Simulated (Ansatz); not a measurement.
# C2H6O: the cost of one run

Method: the levels named in each step, in Ansatz 0.2.0.

## (1) The starting structure

Bond lengths: C1–C2 1.525 Å, C2–O3 1.409 Å, C1–H4 1.086 Å, C1–H5 1.087 Å, C1–H6 1.089 Å, C2–H7 1.101 Å, C2–H8 1.092 Å, O3–H9 0.964 Å. Angles: C1–C2–O3 112.8°, C1–C2–H7 109.7°, C1–C2–H8 110.3°, O3–C2–H7 110.2°, O3–C2–H8 105.3°, H7–C2–H8 108.3°, C2–C1–H4 109.9°, C2–C1–H5 110.2°, C2–C1–H6 110.5°, H4–C1–H5 108.9°, H4–C1–H6 108.6°, H5–C1–H6 108.6°, C2–O3–H9 108.6°.

Structure file:

```xyz
9

C    -1.2616    0.1485    0.2777
C    -0.0019   -0.4392   -0.3503
O     1.1658    0.2631    0.0069
H    -2.1341   -0.4095   -0.0501
H    -1.3773    1.1886   -0.0170
H    -1.2050    0.0993    1.3645
H     0.0916   -1.5001   -0.0716
H    -0.0557   -0.3733   -1.4394
H     1.2309    0.2818    0.9684
```

## (2) A rough first relaxation, PBE-D4/def2-SVP

This run stands in another session on the same molecule. It ended at:

```xyz
9

C    -1.2609    0.1465    0.2727
C     0.0105   -0.4338   -0.3418
O     1.1781    0.2933   -0.0024
H    -2.1632   -0.4076   -0.0607
H    -1.3791    1.2125   -0.0092
H    -1.2302    0.0897    1.3826
H     0.0985   -1.5173   -0.0713
H    -0.0564   -0.3975   -1.4503
H     1.2554    0.2735    0.9695
```

## (3) Relaxation, HF/STO-3G

The input, input.yaml:

```yaml
crystal:
  periodic: [false, false, false]
  atoms:
    - { symbol: C, position_ang: [-1.26094342, 0.14647507, 0.27266082] }
    - { symbol: C, position_ang: [0.01051587, -0.43382767, -0.3417619] }
    - { symbol: O, position_ang: [1.17813472, 0.29332115, -0.00235354] }
    - { symbol: H, position_ang: [-2.16320771, -0.40757719, -0.06069017] }
    - { symbol: H, position_ang: [-1.37909211, 1.21249621, -0.00920675] }
    - { symbol: H, position_ang: [-1.23015609, 0.08969064, 1.38263016] }
    - { symbol: H, position_ang: [0.09851255, -1.51731054, -0.07130127] }
    - { symbol: H, position_ang: [-0.05640173, -0.39753556, -1.45033247] }
    - { symbol: H, position_ang: [1.2554079, 0.27353789, 0.96947511] }
basis:
  gaussian: { orbitals: STO-3G }
hamiltonian:
  xc: hf
relax:
  f_tol: 0.002
  max_steps: 150
```

On the command line:

```console
> ansatz run input.yaml --threads 2 --pin off --max-ram 5120MiB --backend cpu --events-out ev --progress --plain --runs-dir out
```

**Question.** How long does this run take on 2 threads of Arm Neoverse V1, shared host, and how much memory does it need?

About 1.5 s, with a peak of 0.085 GiB.
